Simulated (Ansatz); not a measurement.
Cost and result for the atomization energy of C4H3FS (`Fc1cccs1`) (9 atoms, 9 bonds).

```xyz
9

F     0.6003   -0.1376   -2.5459
C     0.1947   -0.0803   -1.2866
C     0.9726    0.0821   -0.1887
C     0.1810    0.0952    0.9906
C    -1.1482   -0.0565    0.7470
S    -1.4766   -0.2192   -0.9274
H     2.0474    0.1861   -0.2283
H     0.5908    0.2132    1.9846
H    -1.9620   -0.0829    1.4546
```

The species carries charge 0 and has multiplicity 1. The structure was optimised at the PBE0-D4/def2-TZVP level. Program: Ansatz. All runs use 4 threads of an Arm Neoverse V1 on a shared host. Times are those of one run each, without the atoms' runs, and a repeat can differ threefold. Electronic energies, without spin–orbit coupling; frozen cores. CCSD(T)/CBS adds CCSD(T) − MP2 in def2-TZVPP to the MP2 limit, and its time is that of the two runs behind it. T1 = 0.013; the RHF reference is unstable towards UHF. B3LYP takes the VWN-RPA correlation (the form of Gaussian; ORCA's B3LYP/G).

CCSD(T)/CBS is a level of theory with its own doubt, some kJ/mol a heavy atom from the limit and from the frozen cores, so smaller differences don't rank the functionals.

```json
{"level": "LDA (SPW92)/def2-TZVPP", "functions": "239", "wall time": "1.3 s", "atomization (kJ/mol)": "4794.4", "difference from CCSD(T)/CBS": "766.8", "per bond": "85.2"}
{"level": "revPBE-D4/def2-TZVPP", "functions": "239", "wall time": "2 s", "atomization (kJ/mol)": "4114.4", "difference from CCSD(T)/CBS": "86.8", "per bond": "9.6"}
{"level": "BLYP-D4/def2-TZVPP", "functions": "239", "wall time": "2 s", "atomization (kJ/mol)": "4061.9", "difference from CCSD(T)/CBS": "34.3", "per bond": "3.8"}
{"level": "CAM-B3LYP-D4/def2-TZVPP", "functions": "239", "wall time": "3.2 s", "atomization (kJ/mol)": "4046.7", "difference from CCSD(T)/CBS": "19.1", "per bond": "2.1"}
{"level": "B3LYP-D4/def2-TZVPP (with forces)", "functions": "239", "wall time": "4.4 s", "atomization (kJ/mol)": "4036.1", "difference from CCSD(T)/CBS": "8.5", "per bond": "0.9"}
{"level": "r2SCAN-D4/def2-TZVPP (with forces)", "functions": "239", "wall time": "4.6 s", "atomization (kJ/mol)": "4088.5", "difference from CCSD(T)/CBS": "60.9", "per bond": "6.8"}
{"level": "CCSD(T)/def2-SVP", "functions": "103", "wall time": "4.9 s", "atomization (kJ/mol)": "3833.9", "difference from CCSD(T)/CBS": "-193.7", "per bond": "-21.5"}
{"level": "B2PLYP/def2-TZVPP", "functions": "239", "wall time": "5.5 s", "atomization (kJ/mol)": "4003.7", "difference from CCSD(T)/CBS": "-23.9", "per bond": "-2.7"}
{"level": "ωB97X-V/def2-TZVPP", "functions": "239", "wall time": "7 s", "atomization (kJ/mol)": "4049.9", "difference from CCSD(T)/CBS": "22.3", "per bond": "2.5"}
{"level": "ωB97M-V/def2-TZVPP (with forces)", "functions": "239", "wall time": "10 s", "atomization (kJ/mol)": "4061.9", "difference from CCSD(T)/CBS": "34.3", "per bond": "3.8"}
{"level": "MP2/def2-QZVPP", "functions": "445", "wall time": "22 s", "atomization (kJ/mol)": "4137.8", "difference from CCSD(T)/CBS": "110.2", "per bond": "12.2"}
{"level": "CCSD(T)/def2-TZVPP", "functions": "239", "wall time": "2.3 min", "atomization (kJ/mol)": "3914.6", "difference from CCSD(T)/CBS": "-113.0", "per bond": "-12.6"}
{"level": "CCSD(T)/CBS(def2)", "functions": "–", "wall time": "2.7 min", "atomization (kJ/mol)": "4027.6", "difference from CCSD(T)/CBS": "0.0", "per bond": "0.0"}
```

At CCSD(T), def2-SVP lies −193.7 kJ/mol from the extrapolated value and def2-TZVPP −113.0 kJ/mol: correlation converges slowly with the basis, and small sets miss more of it in the bonded molecule than in its fragments. In def2-TZVPP, CCSD(T) changes the Hartree–Fock value by +1075.6 kJ/mol (the triples alone add +97.5 kJ/mol) and MP2 by +1232.3 kJ/mol; breaking electron pairs costs correlation energy, which Hartree–Fock lacks. From PBE to PBE0 (25 % exact exchange), in def2-TZVPP and without D4, the atomization energy moves by −115.1 kJ/mol: exact exchange takes away binding that semilocal exchange gives to molecules.
